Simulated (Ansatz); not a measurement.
From input file to script: C3H2FO, SMILES O=C/[C]=C/F in Ansatz 0.2.0.

```yaml
crystal:
  periodic: [false, false, false]
  atoms:
    - { symbol: O, position_ang: [-2.1566, -1.0521, 0.1298] }
    - { symbol: C, position_ang: [-1.222, -0.216, 0.0305] }
    - { symbol: C, position_ang: [0.1682, -0.6732, 0.0754] }
    - { symbol: C, position_ang: [1.1879, 0.1718, -0.0253] }
    - { symbol: F, position_ang: [2.4565, -0.3006, 0.0219] }
    - { symbol: H, position_ang: [-1.4569, 0.8345, -0.0873] }
    - { symbol: H, position_ang: [1.0228, 1.2356, -0.145] }
basis:
  gaussian: { orbitals: "6-31G*" }
hamiltonian:
  xc: { name: B97 }
magnetization:
  spin_polarized: true
  initial_magnetization: 1.0
output:
  forces: true
```

Launched from the shell:
```console
$ ansatz run input.yaml --threads 1 --pin off --max-ram 4096MiB --backend cpu --events-out ev --progress --plain --runs-dir out
Engine: ansatz 0.2.0, aarch64-unknown-linux-gnu
Functional definition: B97
  parameter cx = 0.1943
  parameter cx0 = 0.8094
  parameter cx1 = 0.5073
  parameter cx2 = 0.7481
  parameter css0 = 0.1737
  parameter css1 = 2.3487
  parameter css2 = -2.4868
  parameter cos0 = 0.9454
  parameter cos1 = 0.7471
  parameter cos2 = -4.5961
  exchange = spin_sum(e_x_unif_s*poly(b97_u_x, cx0, cx1, cx2)) + cx*exact_x
  correlation = spin_sum(e_c_pw_same_spin*poly(b97_u_same, css0, css1, css2))
      + integral(e_c_pw_opposite_spin*poly(b97_u_opposite, cos0, cos1, cos2))
751 factors; integrals over basis functions are off by at most 1.3e-3 eV
mean field evaluation 1: about -7896.2801 eV, gradient 3.2e1 eV
mean field evaluation 2: about -7863.6855 eV, gradient 8.4e1 eV
mean field evaluation 4: about -7900.3668 eV, gradient 4.6e0 eV
mean field evaluation 8: about -7900.6623 eV, gradient 8.5e-1 eV
mean field evaluation 16: about -7900.6672 eV, gradient 8.7e-3 eV
mean field -7900.66723777 eV, -290.3441657235 hartree, gradient 2.0e-5 eV, S^2 0.761126; 0 other end points of the search recorded, 0 dependent functions left out
the calculation of the forces begins
reference -7900.66725023 eV, -290.3441661813 hartree; 19, 18 occupied and 60, 61 virtual orbitals, 751 factors
Total energy: -7900.66725023 eV, -290.3441661813 hartree
Atom 0 at    -2.156600    -1.052100     0.129800 Å, force     1.534946     2.081854    -0.243338 eV/Å
Atom 1 at    -1.222000    -0.216000     0.030500 Å, force    -1.995168    -4.308037     0.497700 eV/Å
Atom 2 at     0.168200    -0.673200     0.075400 Å, force    -0.670949     1.643228    -0.182625 eV/Å
Atom 3 at     1.187900     0.171800    -0.025300 Å, force     0.921693    -1.743217     0.192478 eV/Å
Atom 4 at     2.456500    -0.300600     0.021900 Å, force    -0.540548     0.995394    -0.109920 eV/Å
Atom 5 at    -1.456900     0.834500    -0.087300 Å, force     0.187831     0.946353    -0.108091 eV/Å
Atom 6 at     1.022800     1.235600    -0.145000 Å, force     0.562195     0.384426    -0.046204 eV/Å
Dipole moment:     0.331836     0.615598    -0.071351 e Å
```

Interactive session:
```pycon
>>> import ansatz as az
>>> import numpy as np
>>> geometry_ang = [
...     ("O", (-2.1566, -1.0521, 0.1298)),
...     ("C", (-1.222, -0.216, 0.0305)),
...     ("C", (0.1682, -0.6732, 0.0754)),
...     ("C", (1.1879, 0.1718, -0.0253)),
...     ("F", (2.4565, -0.3006, 0.0219)),
...     ("H", (-1.4569, 0.8345, -0.0873)),
...     ("H", (1.0228, 1.2356, -0.145)),
... ]
>>> mol = az.Crystal.molecule()
>>> for symbol, xyz in geometry_ang:
...     mol = mol.atom(symbol, xyz)
...
>>> job = (
...     mol.calculation()
...     .basis(gaussian="6-31G*")  # the orbital basis, by name
...     .functional(az.LibraryFunctional("B97"))
...     .spin("collinear", total=1)
...     .forces()
... )
>>> trace = []
>>> outcome = job.session().plan().execute(on_event=trace.append)
>>> r = outcome.report
>>> r["converged"], r["free_energy_ev"]
(True, -7900.667250227501)
>>> sorted(key for key in r if key.endswith("_ev"))
['free_energy_ev', 'reference_energy_ev']
>>> for event in trace:
...     if event["event"] == "mean_field_evaluation" and event["data"]["evaluation"] <= 25:
...         print("pass {evaluation:3d}  E = {energy_ev:.6f} eV  gradient {gradient_ev:.1e}".format(**event["data"]))
...
pass   1  E = -7896.280148 eV  gradient 3.2e+01
pass   2  E = -7863.685492 eV  gradient 8.4e+01
pass   3  E = -7898.417930 eV  gradient 2.0e+01
pass   4  E = -7900.366810 eV  gradient 4.6e+00
pass   5  E = -7900.453738 eV  gradient 2.6e+00
pass   6  E = -7900.484033 eV  gradient 6.8e-01
pass   7  E = -7900.484008 eV  gradient 6.8e-01
pass   8  E = -7900.662255 eV  gradient 8.5e-01
pass   9  E = -7900.666093 eV  gradient 3.2e-01
pass  10  E = -7900.666816 eV  gradient 1.8e-01
pass  11  E = -7900.667069 eV  gradient 7.3e-02
pass  12  E = -7900.667077 eV  gradient 7.4e-02
pass  13  E = -7900.667181 eV  gradient 4.9e-02
pass  14  E = -7900.667225 eV  gradient 2.3e-02
pass  15  E = -7900.667225 eV  gradient 2.3e-02
pass  16  E = -7900.667235 eV  gradient 8.7e-03
pass  17  E = -7900.667237 eV  gradient 2.8e-03
pass  18  E = -7900.667237 eV  gradient 2.9e-03
pass  19  E = -7900.667238 eV  gradient 1.7e-03
pass  20  E = -7900.667238 eV  gradient 3.2e-04
pass  21  E = -7900.667238 eV  gradient 3.2e-04
pass  22  E = -7900.667238 eV  gradient 1.7e-04
pass  23  E = -7900.667238 eV  gradient 1.0e-04
pass  24  E = -7900.667238 eV  gradient 1.0e-04
pass  25  E = -7900.667238 eV  gradient 2.0e-05
>>> print("reference energy %16.6f eV" % r["reference_energy_ev"])
reference energy     -7900.667250 eV
>>> print("total energy     %16.6f eV" % r["free_energy_ev"])
total energy         -7900.667250 eV
>>> print("occupied orbitals outside the frozen core (up, down):", r["n_occupied"], " frozen:", r["n_frozen"], " virtual:", r["n_virtual"])
occupied orbitals outside the frozen core (up, down): [19, 18]  frozen: 0  virtual: [60, 61]
>>> symbols = [site.symbol for site in mol.cartesian_sites]
>>> forces = np.array(r["forces_ev_ang"])
>>> print("largest force", round(float(np.linalg.norm(forces, axis=1).max()), 4), "eV/A, rms", round(float(np.sqrt((forces ** 2).mean())), 4))
largest force 4.7736 eV/A, rms 1.3689
>>> charges = r["charge_distribution"]
>>> print("dipole moment", round(4.803205 * float(np.linalg.norm(charges["dipole_moment_e_ang"])), 3), "D")
dipole moment 3.377 D
>>> print("Mulliken:", [(s, round(q, 3)) for s, q in zip(symbols, charges["mulliken_charges_e"])])
Mulliken: [('O', -0.412), ('C', 0.182), ('C', -0.024), ('C', 0.148), ('F', -0.252), ('H', 0.162), ('H', 0.196)]
```

Caveats:
- Total energies depend on the basis set; only differences at equal settings carry meaning.
- The geometry is a force-field or estimated start, not a minimum of this method, and the basis set is short of its limit.
- The run takes the species as open-shell (spin multiplicity 2), which needn't be its ground state.
- Early passes use coarser integrals and grids, so their energies can't be compared with the last.
- The whole script took 12 s on 1 thread of Arm Neoverse V1 (shared host), peak memory 0.31 GiB.

(Lines on the test bed's own set-up are left out of the output.)
